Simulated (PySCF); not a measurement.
Cubic BN: correlation energy from several methods in one and the same small orbital space (PySCF; 2 atoms at the zone centre, 8 electrons in 26 orbitals, empty ones MP2 natural orbitals of a DZ basis, lattice constant set to 3.616 Å). It tests the methods against each other and lies far from the crystal's limit.

```tsv
method	E_corr (eV per atom)	share of full CI (%)	error (meV)
MP2	-2.0958	78.3	582
CCSD	-2.6046	97.3	73
CCSD(T)	-2.6578	99.3	20
CCSDT	-2.6727	99.8	5
CCSDT(Q)	-2.6772	100.0	0
full CI	-2.6775	100.0	0
```

The Hartree–Fock determinant has a weight of 0.91 in the full CI state.

MP2, (T) and (Q) use filled levels shifted down by the Madelung term, which in so small a cell is a large part of the gap, so these rows hang on it.
